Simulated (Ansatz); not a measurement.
A nudged elastic band was laid between two geometries of C2H3NO2 (8 atoms, charge 0, multiplicity 1).

Theory: RKS B3LYP/def2-SVP in Ansatz.

| Quantity | Value |
| --- | --- |
| movable images | 5 |
| climbing image | yes |
| spring | 5.0 eV/Å² |
| optimiser | quadratic models (default) |
| start path | IDPP |
| force threshold | 0.05 eV/Å |
| iteration limit | 53 |
| end points | relaxed |

Initial state:

```xyz
8
Properties=species:S:1:pos:R:3
N -1.036 0.037 1.797
C -0.483 0.126 0.692
C 0.271 0.078 -0.398
O 0.993 1.153 -0.810
O 0.269 -0.962 -1.296
H -1.976 0.464 1.816
H 1.883 0.843 -1.039
H 0.172 -1.797 -0.818
```

Final state:

```xyz
8
Properties=species:S:1:pos:R:3
N -1.411 0.401 1.596
C -0.618 0.195 0.673
C 0.318 -0.142 -0.202
O 1.542 0.468 -0.214
O 0.077 -1.084 -1.168
H -2.154 1.077 1.364
H 1.669 0.864 -1.092
H 0.670 -1.836 -1.012
```

Which bonds break or form, and what moves?

No bond is made or broken. The dihedral O5–C3–O4–H7 goes from -54 to 56°.

What energy profile does the band end with?

The run converged. The highest image is number 3 of 0 to 6, 0.033 eV above the first end and 0.100 eV above the last; the last end lies 0.067 eV below the first. A vibrational analysis at the climbing image gives one clearly imaginary mode, 271i cm⁻¹: a first-order saddle point.

| image | path coordinate (Å) | energy (eV) | dihedral O5–C3–O4–H7 (°) |
| --- | --- | --- | --- |
| 0 | 0.00 | 0.000 | -54 |
| 1 | 0.20 | 0.007 | -41 |
| 2 | 0.40 | 0.023 | -25 |
| 3 | 0.60 | 0.033 | -7 |
| 4 | 0.95 | 0.004 | 20 |
| 5 | 1.28 | -0.046 | 41 |
| 6 | 1.62 | -0.067 | 56 |

What is the geometry of the highest image?


```xyz
8
Properties=species:S:1:pos:R:3:forces:R:3
N -1.327 0.149 1.645 -0.01 -0.03 0.00
C -0.604 0.214 0.638 -0.01 0.01 -0.01
C 0.355 0.058 -0.267 0.01 0.01 0.01
O 1.320 0.995 -0.484 0.00 -0.01 -0.01
O 0.348 -0.963 -1.187 0.02 0.00 0.01
H -2.227 0.643 1.527 0.01 0.02 0.01
H 1.868 0.658 -1.206 0.00 0.00 0.00
H 0.359 -1.811 -0.722 -0.01 0.00 0.00
```

What are the harmonic wavenumbers there?

271i, 139, 200, 306, 460, 485, 665, 812, 833, 1154, 1157, 1182, 1349, 1498, 2139, 3341, 3799, 3821 cm⁻¹.

Time of the run: 8.4 min on 1 thread of Intel(R) Xeon(R) Processor @ 2.50GHz (Skylake/Cascade Lake), with other jobs on the host, peak memory 0.17 GiB.
